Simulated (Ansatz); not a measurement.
# BSiH₂ (quartet): the correlation ladder at distance Si1–B2 = 1.755 Å, 6-31G

How much of the correlation energy of BSiH₂ (quartet) does each wave-function method recover here?

Program: Ansatz 0.2.0, Gaussian basis. Level of theory: 6-31G, core rule «outside noble gas», up to 6 orbitals frozen. These are calculated values, not measurements.

To be run: UHF; CCSD(T) on ROHF; CCSD(T) on UHF; BCCD(T) on ROHF; CISD; CCSDT(Q) on ROHF; CCSDT(Q) on UHF; CCSDTQ on ROHF; CCSDTQ on UHF; CASSCF and MRCISD+Q, 5 electrons in 5 orbitals; CASSCF and NEVPT2, 5 electrons in 5 orbitals; CASSCF and MRCISD+Q, 9 electrons in 10 orbitals; CASSCF and NEVPT2, 9 electrons in 10 orbitals; Full CI.

**1. The system**

The geometry derives from a PBE0/def2-TZVP stationary point (not a proven minimum). One bond is set to the value named and the two fragments are kept rigid.

4 atoms, charge 0, spin multiplicity 4.

Atoms are counted from 1 here; the program's logs count them from 0.

Bond lengths: Si1–B2 1.755 Å, B2–H3 1.191 Å, B2–H4 1.191 Å. Angles: Si1–B2–H3 115.4°, Si1–B2–H4 115.4°, H3–B2–H4 129.2°.

As a file:

```
Si    0.00000    0.00000    0.57541
B     0.00000    0.00000   -1.17959
H     0.00000   -1.07595   -1.69064
H     0.00000    1.07595   -1.69064
```

**2. UHF**

Input file in.yaml:

```yaml
crystal:
  periodic: [false, false, false]
  atoms:
    - {symbol: Si, position_ang: [0.000000, 0.000000, 0.575410]}
    - {symbol: B, position_ang: [0.000000, 0.000000, -1.179590]}
    - {symbol: H, position_ang: [0.000000, -1.075954, -1.690641]}
    - {symbol: H, position_ang: [0.000000, 1.075954, -1.690641]}
basis:
  gaussian: {orbitals: 6-31G}
magnetization: {spin_polarized: true, initial_magnetization: 3}
hamiltonian: {xc: hf}
output: {orbitals: {seedname: orbitals}}
```

Run with:

```
$ ansatz run in.yaml --threads 1 --pin off --events-out ev --progress --plain --max-ram 4096MiB --backend cpu
```

After this run come: CCSD(T) on ROHF; CCSD(T) on UHF; BCCD(T) on ROHF; CISD; CCSDT(Q) on ROHF; CCSDT(Q) on UHF; CCSDTQ on ROHF; CCSDTQ on UHF; CASSCF and MRCISD+Q, 5 electrons in 5 orbitals; CASSCF and NEVPT2, 5 electrons in 5 orbitals; CASSCF and MRCISD+Q, 9 electrons in 10 orbitals; CASSCF and NEVPT2, 9 electrons in 10 orbitals; Full CI.

Before running them: what should the planned runs give, taken together? Wanted: FCI from the RHF energy; RMP2 from FCI; UMP2 from FCI; RCCSD from FCI; RCCSD(T) from FCI; UCCSD(T) from FCI; RCCSDT(Q) from FCI; UCCSDT(Q) from FCI; MRCISD+Q pair from FCI.

The runs gave:

| quantity | value |
| --- | --- |
| FCI from the ROHF energy | -2.6988 eV |
| RMP2 from FCI | +68.2 kJ/mol |
| UMP2 from FCI | +68.0 kJ/mol |
| RCCSD from FCI | +8.0 kJ/mol |
| RCCSD(T) from FCI | +2.1 kJ/mol |
| UCCSD(T) from FCI | +2.1 kJ/mol |
| RCCSDT(Q) from FCI | +0.1 kJ/mol |
| UCCSDT(Q) from FCI | 0.0 kJ/mol |
| MRCISD+Q pair from FCI | +3.1 kJ/mol |
| NEVPT2 valence from FCI | +26.4 kJ/mol |
| MRCISD+Q valence from FCI | +1.4 kJ/mol |
| levels within 1 kcal/mol (43 meV) | RCCSD(T), UCCSD(T), BCCD(T), RCCSDT, UCCSDT, RCCSDT(Q), UCCSDT(Q), RCCSDTQ, UCCSDTQ, MRCISD+Q pair, MRCISD valence, MRCISD+Q valence |
| T1 diagnostic | 0.030 |
| effectively unpaired electrons | 3.03 |

RCCSD(T) lands +2.1 kJ/mol from the yardstick (0.8 % of the correlation energy). One determinant dominates. Of the multireference levels listed MRCISD+Q valence comes nearest in total energy (+1.4 kJ/mol), which doesn't show that its space is the better one. These misses are within one basis, not against nature; the frozen cores of restricted and unrestricted runs differ, which can shift their rows.

Levels on UHF freeze UHF's core orbitals, full CI those of ROHF, so the U rows can settle a little off it for that reason alone.

With open shells the CI space here admits some triples and quadruples, so it is larger than plain CISD.
